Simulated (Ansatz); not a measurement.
**Vanadium, bcc under r²SCAN: convergence with the k-point mesh**

A convergence test of the k-point mesh. The geometry was relaxed under r²SCAN beforehand and stays fixed; 8 values are run, from 2×2×2 to 21×21×21. Wanted are the values from which on the energy stays within 10 and 1 meV/atom, and the pressure within 0.5 GPa, of the last run. Within the series other settings stay, but some runs also write fields, which adds to their time. Spin polarisation is left out.

Computed with Ansatz 0.2.0 (DFT r²SCAN, plane waves with PAW, scalar-relativistic, unless a step says otherwise).

**1. The structure to begin with**

Symmetry: Im-3m, No. 229, cubic system. Conventional cell: a = 2.984 Å, b = 2.984 Å, c = 2.984 Å, α = 90.00°, β = 90.00°, γ = 90.00°. V (site symmetry m-3m) is surrounded by 8 V at 2.58 Å.

Structure file:

```cif
data_structure
_symmetry_space_group_name_H-M 'P 1'
_symmetry_Int_Tables_number 1
_cell_length_a 2.5838
_cell_length_b 2.5838
_cell_length_c 2.5838
_cell_angle_alpha 109.471
_cell_angle_beta 109.471
_cell_angle_gamma 109.471
_cell_volume 13.28
loop_
_atom_site_label
_atom_site_type_symbol
_atom_site_fract_x
_atom_site_fract_y
_atom_site_fract_z
_atom_site_occupancy
V1 V 0.00000 0.00000 0.00000 1
```

**2. Run at 2×2×2**

The run at 2×2×2.

Contents of input.yaml:

```yaml
crystal:
  lattice:
    - [-1.4917693513, 1.4917693513, 1.4917693513]
    - [1.4917693513, -1.4917693513, 1.4917693513]
    - [1.4917693513, 1.4917693513, -1.4917693513]
  atoms:
    - { symbol: V, position: [0.0, 0.0, 0.0] }
hamiltonian:
  xc: r2scan
  pseudopotentials:
    kind: paw
    azcp:
      V: "pseudopotentials/V.paw.azcp"
basis:
  ecutwfc: 500
  fft_grid_basis: typed
kpoints:
  mp_grid: { grid: [2, 2, 2], shift: [0, 0, 0] }
magnetization:
  spin_polarized: false
scf:
  occupations: { method: fermi_dirac, width: 0.1 }
  lower_state_search: "off"
output:
  stress: true
```

On the command line:

```sh
ansatz run input.yaml --threads 2 --pin off --max-ram 5120MiB --backend cpu --events-out ev --progress --plain --runs-dir out
```

**3. Run at 4×4×4**

The run at 4×4×4.

input.yaml: that of step 2 with these lines changed.

```diff
@@ -17,3 +17,3 @@
 kpoints:
-  mp_grid: { grid: [2, 2, 2], shift: [0, 0, 0] }
+  mp_grid: { grid: [4, 4, 4], shift: [0, 0, 0] }
 magnetization:
```

**4. Run at 5×5×5**

The run at 5×5×5.

input.yaml: that of step 3 with these lines changed.

```diff
@@ -17,3 +17,3 @@
 kpoints:
-  mp_grid: { grid: [4, 4, 4], shift: [0, 0, 0] }
+  mp_grid: { grid: [5, 5, 5], shift: [0, 0, 0] }
 magnetization:
@@ -25 +25,5 @@
   stress: true
+  write_density: true
+  write_potential: true
+  elf: true
+  volumetric_format: npy
```

**5. Run at 7×7×7**

The run at 7×7×7.

input.yaml: that of step 4 with these lines changed.

```diff
@@ -17,3 +17,3 @@
 kpoints:
-  mp_grid: { grid: [5, 5, 5], shift: [0, 0, 0] }
+  mp_grid: { grid: [7, 7, 7], shift: [0, 0, 0] }
 magnetization:
```

**6. Run at 9×9×9**

The run at 9×9×9.

input.yaml: that of step 5 with these lines changed.

```diff
@@ -17,3 +17,3 @@
 kpoints:
-  mp_grid: { grid: [7, 7, 7], shift: [0, 0, 0] }
+  mp_grid: { grid: [9, 9, 9], shift: [0, 0, 0] }
 magnetization:
@@ -25,5 +25 @@
   stress: true
-  write_density: true
-  write_potential: true
-  elf: true
-  volumetric_format: npy
```

**7. Run at 12×12×12**

The run at 12×12×12.

input.yaml: that of step 6 with these lines changed.

```diff
@@ -17,3 +17,3 @@
 kpoints:
-  mp_grid: { grid: [9, 9, 9], shift: [0, 0, 0] }
+  mp_grid: { grid: [12, 12, 12], shift: [0, 0, 0] }
 magnetization:
```

**8. Run at 16×16×16**

The run at 16×16×16.

input.yaml: that of step 7 with these lines changed.

```diff
@@ -17,3 +17,3 @@
 kpoints:
-  mp_grid: { grid: [12, 12, 12], shift: [0, 0, 0] }
+  mp_grid: { grid: [16, 16, 16], shift: [0, 0, 0] }
 magnetization:
```

**9. Run at 21×21×21**

The run at 21×21×21.

input.yaml: that of step 8 with these lines changed.

```diff
@@ -17,3 +17,3 @@
 kpoints:
-  mp_grid: { grid: [16, 16, 16], shift: [0, 0, 0] }
+  mp_grid: { grid: [21, 21, 21], shift: [0, 0, 0] }
 magnetization:
```

(Steps that only read results are left out.)

**Question.** What will these runs give? Wanted: pressure at 21×21×21.

**Answer**, as computed:

| quantity | value |
| --- | --- |
| E(σ → 0) stays within 10 meV/atom of 21×21×21 | from 7×7×7 on |
| E(σ → 0) stays within 1 meV/atom | not reached before 21×21×21 |
| pressure stays within 0.5 GPa | from 7×7×7 on |
| pressure at 21×21×21 | 0.06 GPa |
| CPU time, dearest over cheapest | 7.3 |
| energy of a separate run on a finer mesh (24×24×24) | 0.0 meV/atom from 21×21×21 |

At 2×2×2 the energy differs by -477.3 meV/atom and the pressure by -26.4 GPa. The error changes sign along the series: k-point sums are not variational. The energy has not settled to 1 meV/atom before the last mesh. A Fermi surface needs many points. A run on a finer mesh agrees with the yardstick to 1 meV/atom. The cell taken over is 4 % smaller than the measured one (13.83 Å³/atom, COD).
